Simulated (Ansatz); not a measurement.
Energy differences in C3H5P

Computed with Ansatz's Gaussian-basis code (development build). Basis cc-pVTZ on C/H, cc-pV(T+d)Z on P, nonrelativistic, 8 orbitals frozen in the corrections; active space CAS(4,4). Restricted Hartree–Fock, then the lowest state-specific CASSCF solution met for each case. On stretched bonds single-reference methods can fail or change state. Unlike active orbitals can shift such differences by tenths of an eV, at times by over 1 eV.

Case A, singlet:

```xyz
9

C     0.0000   -1.7052   -0.8290
P     0.0000   -0.0300   -0.8235
C     0.0000    0.3260    0.9525
C     0.0000    1.5889    1.4096
H     0.0000   -2.3201    0.0684
H     0.0000   -2.2377   -1.7761
H     0.0000   -0.5053    1.6578
H     0.0000    2.4387    0.7319
H     0.0000    1.8166    2.4715
```

Case B, triplet:

| atom | x (Å) | y (Å) | z (Å) |
| --- | --- | --- | --- |
| C | 0.0000 | -2.2294 | -0.7645 |
| C | 0.0000 | -0.8835 | -0.7610 |
| C | 0.0000 | -0.0901 | 0.4517 |
| P | 0.0000 | 1.6016 | 0.4301 |
| H | 0.0000 | -2.7974 | 0.1619 |
| H | 0.0000 | -2.7965 | -1.6893 |
| H | 0.0000 | -0.3467 | -1.7097 |
| H | 0.0000 | -0.6462 | 1.3895 |
| H | 0.0000 | 1.7810 | 1.8387 |

Case C, singlet:

```xyz
9

C     0.0000   -2.2294   -0.7645
C     0.0000   -0.8835   -0.7610
C     0.0000   -0.0901    0.4517
P     0.0000    1.6016    0.4301
H     0.0000   -2.7974    0.1619
H     0.0000   -2.7965   -1.6893
H     0.0000   -0.3467   -1.7097
H     0.0000   -0.6462    1.3895
H     0.0000    1.7810    1.8387
```

Energy less that of case A, in eV:

| case | RHF/ROHF | CASSCF |
| --- | --- | --- |
| B | +1.743 | +2.169 |
| C | -0.045 | -0.059 |

What does SC-NEVPT2 give for these differences?

B: +2.329 eV (53.7 kcal/mol); C: -0.040 eV (-0.9 kcal/mol).

Which case is lowest, and do the methods agree?

C is lowest in SC-NEVPT2. Of the methods shown, RHF/ROHF, CASSCF agree.
